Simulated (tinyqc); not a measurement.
Worked calculation: RHF in the sto-6g basis, for OH-, spin multiplicity 1. The basis has no diffuse functions, so it cannot describe the extra electron: this is an exercise in the method, not the real anion. One step of it, computed by the program tinyqc.

Question. Iteration 3: DIIS coefficients. Solve [B -1; -1 0][c; lambda] = [0; -1] for the coefficients, which sum to one.

B (overlaps of the stored error matrices):
```
,1,2
1,5.8445660e+00,1.3953431e+00
2,1.3953431e+00,3.6357071e-01
```

Give: DIIS coefficients.

Answer.

DIIS coefficients: -0.3019  1.3019
